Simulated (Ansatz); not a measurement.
**B2− (quartet): the correlation ladder, aug-cc-pVTZ**

One table from this session's results is given with a row withheld; the runs are named, their logs left out.

The runs use Ansatz 0.2.0, Gaussian basis; aug-cc-pVTZ, core rule «outside noble gas», up to 2 orbitals frozen.

The runs, in order: UHF; CCSD(T) on ROHF; CCSD(T) on UHF; BCCD(T) on ROHF; CCSDT(Q) on ROHF; CCSDT(Q) on UHF; CASSCF and MRCISD+Q, 7 electrons in 8 orbitals; CASSCF and NEVPT2, 7 electrons in 8 orbitals.

6 further runs of the same task are left out: 1 for a known fault of the program, 5 set aside as unsound or not needed.

### What is computed

The geometry is a PBE0/def2-TZVPD stationary point (not a proven minimum) of the parent state, kept for this charge and spin.

2 atoms, charge -1, spin multiplicity 4.

Atoms are counted from 1 here; the program's logs count them from 0.

Bond lengths: B1–B2 1.622 Å.

Coordinates:

```xyz
2

B     0.0000    0.0000    0.0000
B     0.0000    0.0000    1.6222
```

Set-up of the first run:

in.yaml reads:

```yaml
crystal:
  periodic: [false, false, false]
  atoms:
    - {symbol: B, position_ang: [0.000000, 0.000000, 0.000000]}
    - {symbol: B, position_ang: [0.000000, 0.000000, 1.622200]}
basis:
  gaussian: {orbitals: aug-cc-pVTZ}
total_charge: -1
magnetization: {spin_polarized: true, initial_magnetization: 3}
hamiltonian: {xc: hf}
output: {orbitals: {seedname: orbitals}}
```

The run is started by

```
$ ansatz run in.yaml --threads 1 --pin off --events-out ev --progress --plain --max-ram 4096MiB --backend cpu
```

Steps of the session up to this table: UHF; CCSD(T) on ROHF; CCSD(T) on UHF; BCCD(T) on ROHF; CCSDT(Q) on ROHF; CCSDT(Q) on UHF; CASSCF and MRCISD+Q, 7 electrons in 8 orbitals; CASSCF and NEVPT2, 7 electrons in 8 orbitals.

One table of the session follows, with a row left open; its other results are not shown here.

| method | from RCCSDT(Q) (meV) |
| --- | --- |
| RMP2 | +1016.7 |
| UMP2 | +1053.8 |
| RCCSD | +434.4 |
| UCCSD | +428.8 |
| RCCSD(T) | +73.8 |
| UCCSD(T) | +72.6 |
| BCCD(T) | +73.8 |
| RCCSDT | +31.1 |
| UCCSDT | +29.5 |
| RCCSDT(Q) | 0 |
| UCCSDT(Q) | -2.0 |
| CASSCF valence | +3409.9 |
| NEVPT2 valence | +803.6 |
| MRCISD valence | +273.1 |
| MRCISD+Q valence | ? |

Q: Estimate the row for MRCISD+Q valence from the others.

The run gave: from RCCSDT(Q) (meV): +20.9. In the column «from RCCSDT(Q) (meV)» it lies between RCCSDT(Q) (0) and UCCSDT (+29.5).

Left out of the table: ROHF, UHF (another determinant or state than the rows shown).

Caveats from the session: Warnings: coupled cluster took another determinant than the lowest. Restricted and unrestricted rows rest on different reference determinants; where their highest levels disagree by more than a few hundredths of an eV, they describe different states and don't form one ladder.
